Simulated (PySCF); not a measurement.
Geometry:
```csv
atom,x (Å),y (Å),z (Å)
P1,0.003,0.001,-0.007
H2,-0.753,-0.881,-0.803
H3,0.342,-0.633,1.205
H4,-0.755,1.157,0.264
H5,1.180,0.361,-0.693
```

Total charge +1.

Geometry: PBE0-D3(BJ)/def2-SVP; GIAO absolute shieldings from PySCF 2.14.0 with density-fitted response routines, gas phase, non-relativistic, averaged over equivalent atoms.

At PBE0/pcSseg-1 (44 basis functions, 1.3 s wall time on 1 thread of an Arm Neoverse V1, shared host):
```
      atoms  σ (ppm)
         P1    458.5
H2/H3/H4/H5    25.12
```

Problem. What do these become at HF/pcSseg-2?

Solution. 
| atoms | σ at HF/pcSseg-2 | change |
| --- | --- | --- |
| P1 | 457.6 | -0.9 |
| H2/H3/H4/H5 | 25.51 | +0.39 |

The largest change is at P1 (phosphorus bonded to 4 H). Cost: 99 basis functions, 0.7 s wall time on 1 thread of an Arm Neoverse V1, shared host.
